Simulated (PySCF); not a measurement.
## C4H6O2: full NMR table

```yaml
Formula: C4H6O2
SMILES: C=CC(=O)OC
Point_group_of_the_computed_structure: C1
Degrees_of_unsaturation: 2
Carbon_signals: 4
Proton_signals: 4
```

Mapped SMILES: `[CH2:1]=[CH:2][C:3](=[O:4])[O:5][CH3:6]` (H(Xn): hydrogen on atom n). Ha(C1) is cis to C3; Hb(C1) is trans to C3.

- NMR shieldings at PBE0/pcSseg-1/GIAO
- J: B3LYP/pcJ-1 (without the spin–dipole term)
- PBE0-D3(BJ)/def2-SVP structure
- code: PySCF 2.14.0 with density-fitted response routines
- relativity neglected, isolated molecule, a single conformation, equivalent nuclei averaged

δ = σ(ref) − σ, references computed at the same level: TMS for 1H (31.27 ppm), 13C (184.41 ppm); 17O (334.56 ppm) vs H2O.

```tsv
carbon	δC, type	δH (multiplicity, J in Hz)	HMBC from (abs. J ≥ 3 Hz)	span of the C tensor (ppm)
C1	141.6, CH2	Ha(C1) 6.95 (m); Hb(C1) 6.12 (m)	–	255
C2	135.7, CH	6.17 (m)	Ha(C1)	209
C3	170.2, C	–	Ha(C1), H(C2), Hb(C1), H(C6)	151
C6	51.9, CH3	3.66 (s)	–	72
```

Other nuclei:
```tsv
atoms	nucleus	environment	δ (ppm)	σ (ppm)
O4	17O	ester carbonyl oxygen	406.6	-72.0
O5	17O	ester alkoxy oxygen	192.1	142.5
```

Selected couplings (Hz, signed; the shortest-range and largest first, 30 at most; isotopes 13C, 1H): 1J(C1,Ha(C1)) 171.8, 1J(C2,H(C2)) 171.6, 1J(C1,Hb(C1)) 170.4, 1J(C6,H(C6)) 151.9, 1J(C2,C3) 78.9, 1J(C1,C2) 76.3, 2J(Ha(C1),Hb(C1)) 2.7, 2J(C3,C6) -2.4, 2J(C1,C3) 1.4, 3J(Ha(C1),H(C2)) 18.7, 3J(Hb(C1),H(C2)) 11.3, 3J(C2,C6) 2.3.

1. Carbon types of the structure: 1 × C, 1 × CH, 1 × CH2, 1 × CH3, which accounts for all hydrogens.
2. δC 170.2: ester carbonyl carbon; lone-pair donation from the attached heteroatom keeps it upfield of a ketone carbonyl.
3. δC 141.6: β carbon of a C=C–C=O unit; conjugation with the carbonyl draws π density from the β position.
4. δC 135.7: α carbon of a C=C–C=O unit; as expected for a trigonal carbon in a double bond.
5. δC 51.9: methyl carbon bonded to O; deshielded by the electronegative neighbour.
6. δH 6.17: hydrogen on an α carbon of a C=C–C=O unit; olefinic region.

Multiplet labels drop couplings under 1 Hz and merge nearly equal ones. Unscaled 3J(H,H) at this level run about 10 % above measured values. Shifts are as computed. Against solution values, carbons near 30 ppm lie about +2 ppm off and those near 130 ppm about +5 ppm. Of 1211 compounds with measured shifts, 218 miss one by over three times the rms of a fit or turn the order of signals round; such compounds aren't used in these exercises. Unscaled 17O shifts of doubly bonded oxygen tend to come out too high, by tens of ppm or more. Experimental scales use liquid or dissolved standards, which lie at an offset from isolated H2O (liquid H2O: subtract about 36 ppm).
